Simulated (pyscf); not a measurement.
Cl–In (SMILES [Cl][In]) [singlet] + HCl (SMILES Cl) + H₂O (SMILES O) → Cl–InH–Cl (SMILES [Cl][InH][Cl]) + H₂O (SMILES O) (multi-bond step; singlet surface; Cl–H, H–O broken, Cl–In, H–In, H–O formed). PySCF, gas phase, ωB97X-D3(BJ)/def2-SVP geometries. Correlated levels are frozen-core, on RHF or UHF. ΔMP2 is the change of the MP2 total energy from the triple- to the quadruple-zeta basis. Energies in kcal/mol from the separated reactants.

| level | barrier | reaction energy |
|---|---|---|
| PBE/def2-TZVP | 3.5 | -4.3 |
| PBE0-D3(BJ)/def2-TZVP | 4.5 | -8.4 |
| M06-2X/def2-TZVP | 7.6 | -10.2 |
| MP2/def2-QZVPP | 10.4 | -5.8 |
| CCSD/def2-TZVPP | 17.0 | -6.2 |
| CCSD(T)/def2-TZVPP | (withheld) | -6.9 |
| CCSD(T)/def2-TZVPP + ΔMP2(QZVPP) | (withheld) | (withheld) |

Problem. Some entries are withheld; supply them.

Solution. 
- CCSD(T)/def2-TZVPP, barrier: 13.3
- CCSD(T)/def2-TZVPP + ΔMP2(QZVPP), barrier: 12.8
- CCSD(T)/def2-TZVPP + ΔMP2(QZVPP), reaction energy: -6.8

On the reactant side the descent ends in a bound adduct, 12.3 kcal/mol under the separated species and 18.6 kcal/mol under the saddle at ωB97X-D3(BJ)/def2-TZVP. On the product side the descent ends in an adduct with a In–O contact, 19.2 kcal/mol under the separated species and 39.0 kcal/mol under the saddle at ωB97X-D3(BJ)/def2-TZVP. At ωB97X-D3(BJ)/def2-TZVP the barrier from the zero used here is 6.3 kcal/mol. This is the saddle that the search found; another between the same sides may lie lower. The CCSD(T) − MP2 part came from Ansatz, without density fitting, on the same reference. The frozen core leaves the outer d or s,p core shells of the metals and heavy elements correlated in the MP2 and CC values, and def2-TZVPP describes them poorly, which can shift differences by a few kcal/mol. Elements past Kr carry the def2 core potentials, without spin-orbit coupling.
